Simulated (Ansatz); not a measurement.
bcc W, treated with PBE-D4 (PAW; Ansatz, a program for electronic structure).

Numerical settings: plane-wave cutoff 500 eV, 32×32×32 k mesh, Fermi–Dirac smearing 0.1 eV, no spin polarisation, scalar-relativistic PAW data made under PBE.

Computed at the level's own relaxed cell.

**Question.** Estimate the equilibrium volume per atom and equilibrium lattice constant a that the calculation returns.

**Answer.** 
* **equilibrium volume per atom**: 15.79 Å³/atom
* **equilibrium lattice constant a**: 3.161 Å

Measured, for comparison: equilibrium volume per atom 15.78 Å³/atom, lattice constant a 3.16 Å (static lattice: zero-point anharmonic expansion removed; as tabulated in Mejia-Rodriguez and Trickey (2018), arXiv:1807.09216). Computed (rounded) less measured: equilibrium volume per atom +0.1 %, lattice constant a 0.0 %.

Spin–orbit coupling is not included.

Computed values are for the static lattice.

Computing time: around 70 core-seconds (rough).
